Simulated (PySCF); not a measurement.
SF₄ was optimised in PySCF in the def2-TZVP basis family (density fitting, no spin–orbit coupling) with several functionals.

One of them gave a singlet of C2v symmetry with a mean bond of 1.601 Å to S, wavenumbers 224, 349, 463, 528, 533, 564, 749, 874, 903 cm⁻¹ and a HOMO–LUMO gap of 7.89 eV.

Question: Which level of theory was it?
A. BP86
B. PBE0
C. PBE
D. B3LYP

Answer: B. That is PBE0, with S–F 1.553 Å (×2), S–F 1.649 Å (×2). The others give BP86 1.638 Å and 818 cm⁻¹ for the highest mode; B3LYP 1.617 Å and 869 cm⁻¹ for the highest mode; PBE 1.636 Å and 822 cm⁻¹ for the highest mode.

Each species is the lowest minimum found with this bonding; other isomers or fragments can lie lower.
